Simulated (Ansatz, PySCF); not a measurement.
Gas-phase enthalpy of formation at 298 K, by the atomisation route, of CS (CH4S) (SMILES; CH4S, methanethiol). Geometries: B3LYP-D3(BJ)/def2-TZVP minima from Ansatz (a quantum-chemistry and plane-wave program). Cores are frozen in the correlated levels unless marked. Open shells are spin-unrestricted. Spin-orbit coupling is left out. Non-relativistic. CBS marks a two-point X^-3 extrapolation of the correlation energy; Hartree-Fock from the larger set. Thermal terms are rigid-rotor harmonic-oscillator values from B3LYP-D3(BJ) frequencies (PySCF) at 298.15 K and 1 atm. 1 Eh = 627.5095 kcal/mol.

| species | count | E, CCSD(T)/CBS(cc-pV(T+d)Z,cc-pV(Q+d)Z) (Ansatz) (Eh) | E, PBE/def2-TZVPD (Ansatz) (Eh) | measured ΔHf at 0 K (kcal/mol) | H(298) - H(0) of the element (kcal/mol) |
|---|---|---|---|---|---|
| CS (CH4S) | 1 | -438.22076 | -438.49519 | - | - |
| C atom | 1 | -37.78949 | -37.79605 | 169.98 | 0.25 |
| H atom | 4 | -0.49995 | -0.49962 | 51.63 | 1.01 |
| S atom | 1 | -397.67525 | -397.93910 | 65.66 | 1.05 |

Molecule: zero-point energy 28.78, H(298) - H(0) 2.86 kcal/mol. The route leaves out scalar relativity and anharmonic zero-point terms, the atoms' spin-orbit terms, and in the frozen-core level the core correlation. Atomic data: G2/97 table in ASE.

Task: Work out De, D0 and ΔHf at 0 and 298 K at both levels, and their errors against the measured value.

Result: 
The atoms' values sum to 442.16 (0 K) and 5.34 (thermal), in kcal/mol.
- CCSD(T)/CBS(cc-pV(T+d)Z,cc-pV(Q+d)Z): De = 474.54; D0 = 474.54 - 28.78 = 445.76; ΔHf(0 K) = 442.16 - 445.76 = -3.60; ΔHf(298 K) = -3.60 + 2.86 - 5.34 = -6.08; error -0.6.
- PBE/def2-TZVPD: De = 477.89; D0 = 477.89 - 28.78 = 449.11; ΔHf(0 K) = 442.16 - 449.11 = -6.95; ΔHf(298 K) = -6.95 + 2.86 - 5.34 = -9.43; error -3.9.
Measured: -5.5 kcal/mol (G2/97 table in ASE (Curtiss et al.)). This is an older compilation, not checked against later work.
